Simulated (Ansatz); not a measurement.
Input for Ansatz (development build ahead of 0.2.0):

```yaml
crystal:
  periodic: [false, false, false]
  atoms:
    - { symbol: C, position_ang: [0.86445, 0.02094, 0.00692] }
    - { symbol: C, position_ang: [-0.41515, 0.73219, 0.00566] }
    - { symbol: C, position_ang: [-0.40513, -0.73345, 0.02289] }
    - { symbol: H, position_ang: [1.43131, 0.0104, 0.92848] }
    - { symbol: H, position_ang: [-0.70909, 1.24488, 0.92186] }
    - { symbol: H, position_ang: [-0.75365, -1.26908, 0.93759] }
    - { symbol: H, position_ang: [1.44486, 0.00369, -0.93915] }
    - { symbol: H, position_ang: [-0.74065, 1.2583, -0.95108] }
    - { symbol: H, position_ang: [-0.71695, -1.26788, -0.93318] }
basis:
  gaussian: { orbitals: cc-pVDZ }
hamiltonian:
  xc: hf
correlation:
  method: mp2
  frozen_orbitals: { C: 1, H: 0 }
```

The input is written out in the form of the current development build from the run's settings.

The run gave:

- Converged: yes
- Reference energy: -117.05972 hartree
- Correlation energy: -0.42446 hartree
- Total energy: -117.48418 hartree
- Spin squared of the determinant: 0.000
